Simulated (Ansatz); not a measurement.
## As: from a trial structure to a relaxed crystal

These are results of DFT PBEsol, scalar-relativistic, plane waves, PAW (Ansatz 0.2.0), not measurements.

As was placed on the dhcp structure type (P6_3/mmc, No. 194), at a guessed volume.

Input of the last, converged step (default PAW datasets):

```yaml
crystal:
  lattice:
    - [2.9278726475, 0.0, 0.0]
    - [-1.4639363237, 2.5356120917, 0.0]
    - [0.0, 0.0, 9.9078006357]
  atoms:
    - { symbol: As, position: [0.0, 0.0, 0.0] }
    - { symbol: As, position: [0.0, 0.0, 0.5] }
    - { symbol: As, position: [0.3333333333, 0.6666666667, 0.75] }
    - { symbol: As, position: [0.6666666667, 0.3333333333, 0.25] }
basis:
  ecutwfc: 420
kpoints:
  mp_grid: { grid: [18, 18, 6] }
hamiltonian:
  xc: pbesol
scf:
  occupations: { method: gaussian, width: 0.1 }
output:
  forces: true
  stress: true
  eigenvalues: true
relax:
  adjacent_minimum: "off"
  f_tol: 0.01
  max_steps: 80
  cell: { stress_tol: 0.05 }
```

It can be run as:

```bash
ansatz run input.yaml --threads 1 --pin off --backend cpu --events-out ev --progress --plain --runs-dir out  # memory cap (--max-ram) not shown
```

End of the output:

```
SCF converged after 5 iterations
Free energy (F): -19250.280982 eV
Harris-Foulkes:  -19250.280982 eV  (|F-HF|=2.18e-11)
Internal energy: -19250.272574 eV  (E = F + TS)
E sigma→0 (E₀):  -19250.276778 eV
Entropy (-TS):   -0.008408 eV (-2.102 meV/atom)
Fermi energy:    13.041848 eV
--- Per-component energies (eV) ---
  E_band       = -794.223708
  E_kinetic    = 410.176454
  E_local      = -5683.301260  (includes V_loc(G=0)·N_el)
  E_nonlocal   = -2675.020372
  E_hartree    = 3270.334220
  E_xc         = -316.248106
  E_vxc        = -318.557080  (∫ρ·V_xc dr)
  E_paw        = -7167.278000  (= ΣΔE_a)
  E_vpaw       = 931.810204  (= ΣTr[D̂ρ^β])
  E_aug_tail   = 0.000026  (compensation charges beyond the density's cutoff)
  E_ewald      = -7092.801253
  E_core_change = 3.865715  (= ΣΔE_core)
  E_smearing   = -0.008408  (= −TS)
  E_closure    = 0.000000  (closes the sum)
  Σ components = -19250.280982   (vs F -19250.280982, Δ=0.00e0)
--- Forces (eV/Å), atoms counted from 1 ---
  atom   1  As     0.00000000     0.00000000     0.00000000
  atom   2  As     0.00000000     0.00000000     0.00000000
  atom   3  As     0.00000000     0.00000000     0.00000000
  atom   4  As     0.00000000     0.00000000     0.00000000
  max |Σ_I F_I| component: 6.57e-31 eV/Å
--- Stress (GPa, compression-positive) ---
        0.036588       0.000000       0.000000
        0.000000       0.036588       0.000000
        0.000000       0.000000      -0.003359
  P = ⅓ Tr σ = 0.0233 GPa (0.233 kbar)
--- Relaxed structure (5 steps of the walk, 4 accepted, 1 SCFs on fresh bases) ---
  F+E_penalty+E_count = -19250.28098248 eV   max|allowed force component| = 5.782e-18 eV/Å   (the final SCF, on the basis selected at the relaxed cell)
  cell:  # Å, volume = 73.4721 Å³
    - [2.941707, 0.000000, 0.000000]
    - [-1.470853, 2.547593, 0.000000]
    - [0.000000, 0.000000, 9.803775]
  atoms:
    - { symbol: As, position: [0.000000, 0.000000, 0.000000] }
    - { symbol: As, position: [0.000000, 0.000000, 0.5] }
    - { symbol: As, position: [0.333333, 0.666667, 0.75] }
    - { symbol: As, position: [0.666667, 0.333333, 0.25] }
```

Absolute energies hang on the potentials; compare differences alone.

The result has space group P6_3/mmc (No. 194). As on Wyckoff site a (2 atoms of the primitive cell) has 12 As at 2.94–2.98 Å; around As on Wyckoff site d (2 atoms of the primitive cell) lie 12 As at 2.94–2.98 Å.

It lies 0.45 eV/atom above the element's standard state at the same level.

For metals, differences of a few meV/atom aren't resolved.

Symmetry constrained the relaxation, so the result can be a saddle point.